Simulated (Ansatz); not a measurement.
**Rock-salt CdO: elastic constant C11 by level of theory**

No measured value is used here.

```csv
level (code),value (GPa),cell (Å³/atom)
LDA (Ansatz),239,12.44
PBE (Ansatz),(withheld),13.55
PBEsol (Ansatz),212,12.90
B3LYP (VWN-RPA form) (Ansatz),(withheld),13.50
PBE0 (Ansatz),212,13.01
Hartree–Fock (Ansatz),209,13.30
```

Complete the blanks.


- PBE (Ansatz, a program for electronic structure), value (GPa): 179
- B3LYP (VWN-RPA form) (Ansatz), value (GPa): 185

LDA, PBE, PBEsol: the solid has no gap at this level, which affects its response. Each level is taken at its own relaxed cell. K meshes differ between the levels. Ansatz's density-functional and Hartree–Fock values are scalar-relativistic unless marked +SOC, with PAW data made under PBE.
